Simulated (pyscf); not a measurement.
Optimised with ωB97X-D3(BJ)/def2-SVP in PySCF.

Problem. Estimate the classical barrier height and the reaction energy of O=Sn(OH)–SH → O=Sn=O + H₂S at M06-2X/def2-TZVP. The step runs on the singlet surface, breaks S–Sn, H–O and forms H–S; take the reactant's lowest minimum found as zero.

Solution. ΔE‡ = 2.40 eV, ΔE = +2.72 eV. CCSD(T)/def2-TZVPP + ΔMP2(QZVPP) gives 2.18 eV and +2.38 eV. Zero-point energy shifts the barrier by -0.12 eV. It is an elimination, with an imaginary mode of 545i cm⁻¹. On the reactant side the descent ends in a point that may be a rotor saddle (no frequency run), 0.07 eV over the lowest minimum found and 2.27 eV under the saddle at ωB97X-D3(BJ)/def2-TZVP. On the product side the descent ends in an adduct with a S–Sn contact, 0.59 eV under the separated species and 0.17 eV under the saddle at ωB97X-D3(BJ)/def2-TZVP. At M06-2X the saddle lies under the separated products, which points to a path from their complex (located at ωB97X-D3(BJ) alone), and parting the products costs more than the saddle. What is counted as broken (S–Sn) persists as a longer contact in the product adduct; parting that adduct is a step of its own. At ωB97X-D3(BJ)/def2-TZVP the barrier from the zero used here is 2.33 eV. O=Sn(OH)–SH lies 1.29 eV over its isomer HO–Sn(OH)=S (electronic energy, ωB97M-D3(BJ)/def2-TZVP). One saddle was located; it need not be the lowest between these sides. The CCSD(T) − MP2 part came from Ansatz, without density fitting, on the same reference. The largest closed-shell T1 diagnostic is 0.031, which may signal static correlation. The frozen core leaves the outer d or s,p core shells of the metals and heavy elements correlated in the MP2 and CC values, and def2-TZVPP describes them poorly, which can shift differences by a few kcal/mol. Elements past Kr carry the def2 core potentials, without spin-orbit coupling.
